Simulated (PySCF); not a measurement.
**carbon tetrafluoride (CF4): electronic excitations and core binding energies**

Aim: predict the electronic excitations and core binding energies of carbon tetrafluoride (CF4) (`FC(F)(F)F`).

The runs use PySCF 2.14.0, with density-fitted response routines of our own; the level of theory stands in each step. All values are computed, except where a source is named. Atoms are numbered from 0 throughout.

## 1. The starting structure

5 atoms, charge 0, multiplicity 1; geometry from: GFN2-xTB.

Bonds of the start (Å): F0–C1 1.31, C1–F2 1.31, C1–F3 1.31, C1–F4 1.31.

## 2. Ultraviolet spectrum: CAM-B3LYP/def2-SVPD

Job settings and geometry (Å):

```
{"job": {"kind": "uv", "xc": "CAM-B3LYP", "basis": "def2-SVPD", "nstates": 8, "ntriplets": 3}, "charge": 0, "multiplicity": 1}
F      0.382319     1.113992    -0.588372
C      0.001733     0.000564    -0.003441
F     -0.515053    -0.810303    -0.899016
F      1.039482    -0.574853     0.560958
F     -0.899859     0.273452     0.912686
```

Level: TDDFT CAM-B3LYP/def2-SVPD, vertical, gas phase, core orbitals frozen in the response.

**Question.** This job is followed by: delta-SCF UKS SCAN, pcX-2 on the ionised atom, pcseg-1 elsewhere, spin-free X2C. Predict these results of the whole session: lowest singlet (CAM-B3LYP/def2-SVPD); brightest single state of those computed; lowest triplet; F1s binding energies, SCAN/pcX-2; C1s binding energies, SCAN/pcX-2.

**Answer**, as computed:

```
                                quantity                         value
    lowest singlet (CAM-B3LYP/def2-SVPD)  12.23 eV (101 nm), f = 0.000
brightest single state of those computed  state 4, 13.45 eV, f = 0.138
                          lowest triplet                      12.03 eV
        F1s binding energies, SCAN/pcX-2                  F0 695.42 eV
        C1s binding energies, SCAN/pcX-2                  C1 301.71 eV
```

In words: The lowest singlet, at 12.23 eV, is HOMO→LUMO 0.94 and is dark; of the 8 states computed, the strongest absorption comes from states 4 to 6 together at 13.45 eV. The lowest triplet lies 0.19 eV below the lowest singlet (triplets in Tamm-Dancoff, singlets in full TDDFT).
